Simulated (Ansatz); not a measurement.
CH5FN2O, SMILES `NC(N)(O)F`, 10 atoms. Total charge 0; spin multiplicity 1. All runs use 4 threads of an Arm Neoverse V1 on a shared host. Correlated methods freeze the cores.

**Question.** Give the basis size and wall time and peak host memory of each of these runs in Ansatz. RKS LC-ωPBE/def2-TZVPP energy; RHF-CCSD(T)/def2-TZVPP energy; RKS r2SCANh-D4/def2-TZVPP energy; RKS ωB97M-V/def2-SVP energy; RKS ωB97M-V/def2-QZVPP energy; RKS PBE0-D4/def2-SVP energy; RKS PBE0-D4/def2-TZVP relaxation (8 steps); RKS PBE0-D4/def2-TZVP frequencies; RHF-CCSD(T)/def2-SVP energy; RHF-MP2/def2-QZVPP energy; RKS CAM-B3LYP-D4/def2-TZVPP energy; direct RPA on PBE orbitals/def2-TZVPP energy. (Best estimate.)

**Answer.** The calculation gave: Other jobs shared the machine, so times are rough.

```tsv
level	job	functions	wall time	peak host memory (GiB)
RKS PBE0-D4/def2-SVP	energy	95	0.8 s	0.4
RKS LC-ωPBE/def2-TZVPP	energy	225	1.9 s	0.4
RKS CAM-B3LYP-D4/def2-TZVPP	energy	225	2.5 s	0.5
RKS ωB97M-V/def2-SVP	energy	95	3 s	0.4
RKS r2SCANh-D4/def2-TZVPP	energy	225	3.6 s	0.47
direct RPA on PBE orbitals/def2-TZVPP	energy	225	4 s	0.52
RHF-CCSD(T)/def2-SVP	energy	95	4.2 s	0.43
RKS ωB97M-V/def2-QZVPP	energy	435	12 s	1.5
RHF-MP2/def2-QZVPP	energy	435	17 s	2.5
RKS PBE0-D4/def2-TZVP	relaxation (8 steps)	185	20 s	0.4
RKS PBE0-D4/def2-TZVP	frequencies	185	90 s	0.41
RHF-CCSD(T)/def2-TZVPP	energy	225	110 s	4.1
```

LC-ωPBE has ω = 0.4 bohr⁻¹.
